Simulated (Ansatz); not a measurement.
Equilibrium lattice constant a (Å) of solids drawn from the class of elemental solids other than molecular ones, at two levels: PBEsol (Ansatz, a quantum-chemistry and plane-wave program, plane waves, PAW), and r²SCAN in Ansatz (PAW).

| solid | PBEsol | r²SCAN | shift (%) |
|---|---|---|---|
| fcc Sr | 5.922 | 6.101 | +3.02 |
| fcc Ag | 4.054 | 4.104 | +1.23 |
| fcc Pt | 3.918 | 3.940 | +0.56 |
| fcc Au | 4.083 | 4.125 | +1.03 |
| fcc Cu | 3.563 | 3.577 | +0.39 |
| fcc Al | 4.014 | 3.992 | -0.55 |
| bcc K | 5.215 | 5.348 | +2.55 |
| bcc Mo | 3.130 | 3.151 | +0.67 |
| bcc V | 2.959 | 2.982 | +0.78 |
| fcc Pd | 3.876 | 3.908 | +0.83 |

The shifts run from -0.55 % to +3.02 %, with a median of +0.80 %.

Over all 10 rows r²SCAN is the larger in 9.

Ansatz's runs of these crystals have no spin polarisation. Meta-GGA and hybrid levels favour moments, which can bear on fcc Pt, bcc V, fcc Pd.

Spin–orbit coupling is left out, also for the solids with elements from indium on (fcc Pt, fcc Au); its size isn't shown.

Ansatz's density-functional and Hartree–Fock values are scalar-relativistic unless marked +SOC, with PAW data made under PBE.
